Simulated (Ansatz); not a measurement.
**CHB (singlet): the correlation ladder at a displaced geometry (v1), cc-pVTZ**

An exercise on one series of results from a longer session: the logs are not shown, and one member is left open.

The runs use Ansatz 0.2.0, Gaussian basis; cc-pVTZ, core rule «outside noble gas», up to 2 orbitals frozen.

To be run: UHF; CCSD(T) on RHF; CCSD(T) on UHF; BCCD(T) on RHF; CCSDT(Q) on RHF.

21 further runs of the same task are left out: 6 for a known fault of the program, 6 that didn't finish, 9 set aside as unsound or not needed. Runs told in other sessions of the task aren't counted.

### The geometry

The geometry is a PBE0/def2-TZVP stationary point (not a proven minimum) with its atoms shifted at random (size 0.040 Å).

3 atoms, charge 0, spin multiplicity 1.

Atoms are counted from 1 here; the program's logs count them from 0.

Bond lengths: B1–C2 1.475 Å, B1–H3 1.125 Å. Angles: C2–B1–H3 177.2°.

Set-up of the first run:

in.yaml reads:

```yaml
crystal:
  periodic: [false, false, false]
  atoms:
    - {symbol: B, position_ang: [-0.015433, -0.009008, 0.117313]}
    - {symbol: C, position_ang: [-0.016266, -0.025151, -1.357997]}
    - {symbol: H, position_ang: [0.031698, 0.034159, 1.240683]}
basis:
  gaussian: {orbitals: cc-pVTZ}
magnetization: {spin_polarized: true, initial_magnetization: 0}
hamiltonian: {xc: hf}
output: {orbitals: {seedname: orbitals}}
```

Command:

```sh
$ ansatz run in.yaml --threads 1 --pin off --events-out ev --progress --plain --max-ram 2393MiB
```

Steps of the session up to this table: UHF; CCSD(T) on RHF; CCSD(T) on UHF; BCCD(T) on RHF; CCSDT(Q) on RHF.

One of the session's tables, all rows but one given; the rest of the session is left out.

It belongs to the step «Misses and costs». 

```
   method  from RCCSDT(Q) (meV)
      RHF               +6796.6
      UHF               +5677.0
     RMP2               +1399.7
     UMP2                +737.3
    RCCSD                +468.8
    UCCSD                 -99.0
 RCCSD(T)                     ?
 UCCSD(T)                -377.0
  BCCD(T)                +175.1
   RCCSDT                 +80.1
RCCSDT(Q)                     0
```

**Question.** Estimate the row for RCCSD(T).

**Answer.** from RCCSDT(Q) (meV): +174.2. In the column «from RCCSDT(Q) (meV)» it lies between RCCSDT (+80.1) and BCCD(T) (+175.1).

The program flags UCCSD(T), RCCSDT(Q) as in doubt (see the logs), so the zero of the table is itself unsure.

Limits of these values: The determinant of HF (⟨S²⟩ 1.01) is far from a pure spin state, so its energy mixes those of several spin states; that is harmless only where they are near-degenerate. The determinant of CCSD(T) (⟨S²⟩ 1.01) is far from a pure spin state, so its energy mixes those of several spin states; high orders of coupled cluster remove much of that, low ones don't. The report flags that the cluster equations may have other roots. The program flags UCCSD(T), RCCSDT(Q) as in doubt, so the zero of the table is itself unsure. Warnings: restricted reference is unstable; spin contamination. Restricted and unrestricted rows rest on different reference determinants; a gap between their highest levels can come from leftover correlation error, from unlike frozen cores or from another state.
